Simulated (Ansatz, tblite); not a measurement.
# The cluster SnTe₂−: competing shapes, part 1 of 2

Which shape does the cluster SnTe₂− prefer? Candidates from a tight-binding search are relaxed and compared.

Computed with Ansatz 0.2.0, Gaussian basis. Level: relaxed with PBE-D4/def2-SVPD, doublet.

3 further runs of the same task are left out: 3 set aside as unsound or not needed. Runs told in other sessions of the task aren't counted.

**1. Starting geometry**

3 atoms, charge -1, spin multiplicity 2.

Atoms are counted from 1 here; the program's logs count them from 0.

Bond lengths: Sn1–Te2 2.663 Å, Sn1–Te3 2.663 Å. Angles: Te2–Sn1–Te3 120.4°.

Sn, Te take a core potential in the def2 sets. No spin-orbit coupling is included. The ion is computed in the gas phase, without counter-ions or solvent.

A search from random starts with GFN1-xTB found 3 distinct shapes; 2 go on here. The structure above is candidate A, which lies 0.00 eV above the lowest at that level; B lies 1.58 eV above the lowest at that level.

**2. Relaxing candidate A**

The input, in.yaml:

```yaml
crystal:
  periodic: [false, false, false]
  atoms:
    - {symbol: Sn, position_ang: [0.526820, -0.464620, -0.533280]}
    - {symbol: Te, position_ang: [0.624910, -0.862990, 2.098120]}
    - {symbol: Te, position_ang: [-1.151730, 1.327600, -1.564830]}
basis:
  gaussian: {orbitals: def2-SVPD}
total_charge: -1
magnetization: {spin_polarized: true, initial_magnetization: 1}
hamiltonian: {xc: pbe, dispersion: d4}
scf: {omitted_lower_state_checks: [starts]}
output: {orbitals: {seedname: orbitals}}
relax: {f_tol: 0.02, max_steps: 100}
```

The run is started by

```console
$ ansatz run in.yaml --threads 4 --pin off --events-out ev --progress --plain --max-ram 3916MiB
```

Output:

```text
Functional definition: PBE
  name "PBE"
  cite "Perdew, Burke & Ernzerhof, Phys. Rev. Lett. 77, 3865 (1996) doi:10.1103/PhysRevLett.77.3865"
  parent pbe
  parameter kappa = 0.804
  parameter beta = 0.06672455060314922
  exchange = pbe_x(kappa = kappa, mu = beta*pi^2/3)
  correlation = pbe_c(beta = beta)
these checks for a lower state are left out or cut short: starts
1113 factors; their error is unknown
mean field evaluation 1: about -20420.9628 eV, gradient 1.1e1 eV
mean field evaluation 2: about -20412.0963 eV, gradient 3.4e1 eV
mean field evaluation 4: about -20421.8190 eV, gradient 2.2e0 eV
mean field evaluation 8: about -20421.8587 eV, gradient 4.4e-2 eV
mean field evaluation 16: about -20421.8588 eV, gradient 9.6e-6 eV
mean field -20421.85876152 eV, -750.4894670527 hartree, gradient 9.7e-6 eV, S^2 0.752715; 0 other end points of the search recorded, 0 dependent functions left out
the calculation of the forces begins
reference -20421.85880317 eV, -750.4894685834 hartree; 36, 35 occupied and 66, 67 virtual orbitals, 1113 factors
relax step   1: F+E_penalty+E_count = -20422.01654164 eV  Δ(F+E_penalty+E_count) = +0.000e0 eV  max|allowed force component| = 2.948e-1 eV/Å  Δτ_max = 0.0000 Å  (33 SCF iters, accepted)
these checks for a lower state are left out or cut short: starts, cluster_reference, orbital_swaps, neighbouring_geometries, increment
1113 factors; their error is unknown
mean field -20421.89281105 eV, -750.4907183500 hartree, gradient 1.4e-5 eV, S^2 0.752820; 0 other end points of the search recorded, 0 dependent functions left out
the calculation of the forces begins
reference -20421.89285316 eV, -750.4907198975 hartree; 36, 35 occupied and 66, 67 virtual orbitals, 1113 factors
relax step   2: F+E_penalty+E_count = -20422.04366756 eV  Δ(F+E_penalty+E_count) = -2.713e-2 eV  max|allowed force component| = 1.870e-1 eV/Å  Δτ_max = 0.1374 Å  (36 SCF iters, accepted)
these checks for a lower state are left out or cut short: starts, cluster_reference, orbital_swaps, neighbouring_geometries, increment
1113 factors; their error is unknown
mean field evaluation 32: about -20421.8947 eV, gradient 2.6e-4 eV
mean field -20421.89473099 eV, -750.4907889065 hartree, gradient 1.4e-5 eV, S^2 0.752734; 0 other end points of the search recorded, 0 dependent functions left out
the calculation of the forces begins
reference -20421.89477308 eV, -750.4907904531 hartree; 36, 35 occupied and 66, 67 virtual orbitals, 1113 factors
relax step   3: F+E_penalty+E_count = -20422.04627542 eV  Δ(F+E_penalty+E_count) = -2.608e-3 eV  max|allowed force component| = 1.034e-1 eV/Å  Δτ_max = 0.0411 Å  (36 SCF iters, accepted)
these checks for a lower state are left out or cut short: starts, cluster_reference, orbital_swaps, neighbouring_geometries, increment
1113 factors; their error is unknown
mean field -20421.89654881 eV, -750.4908557102 hartree, gradient 2.5e-5 eV, S^2 0.752761; 0 other end points of the search recorded, 0 dependent functions left out
the calculation of the forces begins
reference -20421.89659088 eV, -750.4908572561 hartree; 36, 35 occupied and 66, 67 virtual orbitals, 1113 factors
relax step   4: F+E_penalty+E_count = -20422.04821029 eV  Δ(F+E_penalty+E_count) = -1.935e-3 eV  max|allowed force component| = 8.301e-3 eV/Å  Δτ_max = 0.0260 Å  (34 SCF iters, accepted)
these checks for a lower state are left out or cut short: starts
1113 factors; their error is unknown
mean field -20421.89654881 eV, -750.4908557102 hartree, gradient 2.5e-5 eV, S^2 0.752761; 0 other end points of the search recorded, 0 dependent functions left out
the calculation of the forces begins
reference -20421.89659088 eV, -750.4908572561 hartree; 36, 35 occupied and 66, 67 virtual orbitals, 1113 factors
Total energy: -20422.04825236 eV, -750.4964307128 hartree
Atom 0 at     0.463655    -0.408904    -0.469416 Å, force    -0.003434     0.003025     0.003507 eV/Å
Atom 1 at     0.700968    -0.945690     2.157922 Å, force    -0.001453     0.002398    -0.008301 eV/Å
Atom 2 at    -1.164623     1.354585    -1.688495 Å, force     0.004887    -0.005423     0.004794 eV/Å
Dipole moment:     0.141115    -0.124450    -0.142873 e Å
Checks for a lower state left out: starts
```

Run time: 8.5 s. Hardware: 4 threads of Arm Neoverse V2, shared host.

The steps of the relaxation:

```csv
step,energy from step 1 (eV),largest force component (eV/Å)
1,0.0000,0.2948
2,-0.0271,0.1870
3,-0.0297,0.1034
4,-0.0317,0.0083
```

Close pairs (by a distance rule), those that changed most:

```
   bond  before (Å)  after (Å)  change (Å)
Sn1–Te2       2.663      2.692      +0.029
Sn1–Te3       2.663      2.692      +0.029
```

**3. Relaxing candidate B**

The input, in.yaml:

```yaml
crystal:
  periodic: [false, false, false]
  atoms:
    - {symbol: Sn, position_ang: [-1.720830, -1.583100, -0.057630]}
    - {symbol: Te, position_ang: [0.979340, 2.142620, 0.017870]}
    - {symbol: Te, position_ang: [0.741490, -0.559510, 0.039770]}
basis:
  gaussian: {orbitals: def2-SVPD}
total_charge: -1
magnetization: {spin_polarized: true, initial_magnetization: 1}
hamiltonian: {xc: pbe, dispersion: d4}
scf: {omitted_lower_state_checks: [starts]}
output: {orbitals: {seedname: orbitals}}
relax: {f_tol: 0.02, max_steps: 100}
```

Same command.

Output:

```text
Functional definition: PBE
  name "PBE"
  cite "Perdew, Burke & Ernzerhof, Phys. Rev. Lett. 77, 3865 (1996) doi:10.1103/PhysRevLett.77.3865"
  parent pbe
  parameter kappa = 0.804
  parameter beta = 0.06672455060314922
  exchange = pbe_x(kappa = kappa, mu = beta*pi^2/3)
  correlation = pbe_c(beta = beta)
these checks for a lower state are left out or cut short: starts
1113 factors; their error is unknown
mean field evaluation 1: about -20419.4448 eV, gradient 1.4e1 eV
mean field evaluation 2: about -20410.1839 eV, gradient 3.6e1 eV
mean field evaluation 4: about -20419.3616 eV, gradient 1.2e1 eV
mean field evaluation 8: about -20420.9202 eV, gradient 1.8e-2 eV
mean field -20420.92021789 eV, -750.4549762104 hartree, gradient 2.2e-5 eV, S^2 0.786569; 0 other end points of the search recorded, 0 dependent functions left out
the calculation of the forces begins
reference -20420.92025712 eV, -750.4549776521 hartree; 36, 35 occupied and 66, 67 virtual orbitals, 1113 factors
relax step   1: F+E_penalty+E_count = -20421.08573453 eV  Δ(F+E_penalty+E_count) = +0.000e0 eV  max|allowed force component| = 4.841e-1 eV/Å  Δτ_max = 0.0000 Å  (47 SCF iters, accepted)
these checks for a lower state are left out or cut short: starts, cluster_reference, orbital_swaps, neighbouring_geometries, increment
1113 factors; their error is unknown
mean field evaluation 16: about -20420.9464 eV, gradient 6.0e-3 eV
mean field -20420.94644768 eV, -750.4559401376 hartree, gradient 1.8e-5 eV, S^2 0.805675; 0 other end points of the search recorded, 0 dependent functions left out
the calculation of the forces begins
reference -20420.94648721 eV, -750.4559415903 hartree; 36, 35 occupied and 66, 67 virtual orbitals, 1113 factors
relax step   2: F+E_penalty+E_count = -20421.11001165 eV  Δ(F+E_penalty+E_count) = -2.428e-2 eV  max|allowed force component| = 1.394e-1 eV/Å  Δτ_max = 0.0572 Å  (40 SCF iters, accepted)
these checks for a lower state are left out or cut short: starts, cluster_reference, orbital_swaps, neighbouring_geometries, increment
1113 factors; their error is unknown
mean field -20420.94853459 eV, -750.4560168302 hartree, gradient 8.4e-6 eV, S^2 0.801836; 0 other end points of the search recorded, 0 dependent functions left out
the calculation of the forces begins
reference -20420.94857406 eV, -750.4560182805 hartree; 36, 35 occupied and 66, 67 virtual orbitals, 1113 factors
relax step   3: F+E_penalty+E_count = -20421.11406668 eV  Δ(F+E_penalty+E_count) = -4.055e-3 eV  max|allowed force component| = 2.449e-2 eV/Å  Δτ_max = 0.0379 Å  (42 SCF iters, accepted)
these checks for a lower state are left out or cut short: starts, cluster_reference, orbital_swaps, neighbouring_geometries, increment
1113 factors; their error is unknown
mean field evaluation 32: about -20420.9542 eV, gradient 2.6e-3 eV
mean field -20420.94811313 eV, -750.4560013419 hartree, gradient 2.0e-5 eV, S^2 0.801098; 0 other end points of the search recorded, 0 dependent functions left out
the calculation of the forces begins
reference -20420.94815259 eV, -750.4560027917 hartree; 36, 35 occupied and 66, 67 virtual orbitals, 1113 factors
relax step   4: F+E_penalty+E_count = -20421.11427701 eV  Δ(F+E_penalty+E_count) = -2.103e-4 eV  max|allowed force component| = 3.684e-3 eV/Å  Δτ_max = 0.0129 Å  (38 SCF iters, accepted)
these checks for a lower state are left out or cut short: starts
1113 factors; their error is unknown
mean field -20420.94811313 eV, -750.4560013419 hartree, gradient 1.9e-5 eV, S^2 0.801098; 0 other end points of the search recorded, 0 dependent functions left out
the calculation of the forces begins
reference -20420.94815259 eV, -750.4560027917 hartree; 36, 35 occupied and 66, 67 virtual orbitals, 1113 factors
Total energy: -20421.11431647 eV, -750.4621092017 hartree
Atom 0 at    -1.745389    -1.542263    -0.059215 Å, force     0.000349     0.000663     0.000008 eV/Å
Atom 1 at     0.933355     2.150039     0.015732 Å, force    -0.000363     0.003021    -0.000053 eV/Å
Atom 2 at     0.812034    -0.607766     0.043493 Å, force     0.000014    -0.003684     0.000045 eV/Å
Dipole moment:    -0.269877    -0.620268    -0.004565 e Å
Checks for a lower state left out: starts
```

Run time: 8 s. Hardware: 4 threads of Arm Neoverse V2, shared host.

Step by step:

```
step  energy from step 1 (eV)  largest force component (eV/Å)
   1                   0.0000                          0.4841
   2                  -0.0243                          0.1394
   3                  -0.0283                          0.0245
   4                  -0.0285                          0.0037
```

Close pairs (by a distance rule), those that changed most:

```csv
bond,before (Å),after (Å),change (Å)
Sn1–Te3,2.668,2.725,+0.056
Te2–Te3,2.713,2.761,+0.048
```

**4. The relaxed candidates**

```csv
candidate,point group,"bonds (count, mean Å)",energy above the lowest (kJ/mol)
A,C2v,"Sn–Te 2, 2.69",0.0
B,Cs,"Sn–Te 1, 2.72; Te–Te 1, 2.76",90.1
```

**5. Candidate B, GFN1-xTB**

Tight binding, by tblite at 300 K electronic temperature and without a spin-polarisation term:

```python
tblite.interface.Calculator('GFN1-xTB', numbers, positions, charge=-1, uhf=1).singlepoint()
```

Energy -278.1220 eV; 0.004 s.

**6. Candidate B, GFN2-xTB**

Tight binding, by tblite at 300 K electronic temperature and without a spin-polarisation term:

```python
tblite.interface.Calculator('GFN2-xTB', numbers, positions, charge=-1, uhf=1).singlepoint()
```

Energy -230.6269 eV; 0.009 s.

**7. Candidate B, PBE0-D4/def2-TZVPD**

start.molden holds the orbitals of an earlier run on this state, given as this run's starting guess.

The input, in.yaml:

```yaml
crystal:
  periodic: [false, false, false]
  atoms:
    - {symbol: Sn, position_ang: [-1.745389, -1.542263, -0.059215]}
    - {symbol: Te, position_ang: [0.933355, 2.150039, 0.015732]}
    - {symbol: Te, position_ang: [0.812034, -0.607766, 0.043493]}
basis:
  gaussian: {orbitals: def2-TZVPD, initial_orbitals: start.molden}
total_charge: -1
magnetization: {spin_polarized: true, initial_magnetization: 1}
hamiltonian: {xc: pbe0, dispersion: d4}
scf: {omitted_lower_state_checks: [starts]}
output: {orbitals: {seedname: orbitals}}
```

Same command.

Output:

```text
Functional definition: PBE0
  name "PBE0"
  cite "Adamo & Barone, J. Chem. Phys. 110, 6158 (1999) doi:10.1063/1.478522"
  cite "Perdew, Burke & Ernzerhof, Phys. Rev. Lett. 77, 3865 (1996) doi:10.1103/PhysRevLett.77.3865"
  parent pbe
  parameter a = 0.25
  parameter kappa = 0.804
  parameter beta = 0.06672455060314922
  exchange = (1 - a)*pbe_x(kappa = kappa, mu = beta*pi^2/3) + a*exact_x
  correlation = pbe_c(beta = beta)
these checks for a lower state are left out or cut short: starts
1442 factors; their error is unknown
mean field evaluation 1: about -20421.7294 eV, gradient 1.6e1 eV
mean field evaluation 2: about -20422.1222 eV, gradient 6.3e-1 eV
mean field evaluation 4: about -20422.5339 eV, gradient 4.6e-1 eV
mean field evaluation 8: about -20422.5343 eV, gradient 5.5e-5 eV
mean field -20422.53431241 eV, -750.5142930899 hartree, gradient 1.0e-5 eV, S^2 0.825590; 0 other end points of the search recorded, 0 dependent functions left out
reference -20422.53434875 eV, -750.5142944256 hartree; 36, 35 occupied and 138, 139 virtual orbitals, 1442 factors
Total energy: -20422.67935930 eV, -750.5196234649 hartree
Checks for a lower state left out: starts
```

Run time: 5.5 s. Hardware: 4 threads of Arm Neoverse V2, shared host; peak memory 0.66 GiB.

From the report: HOMO -1.09 eV, LUMO 0.87 eV (over both spins); ⟨S²⟩ 0.826 (pure: 0.75).

(Continued in part 2 of 2.)
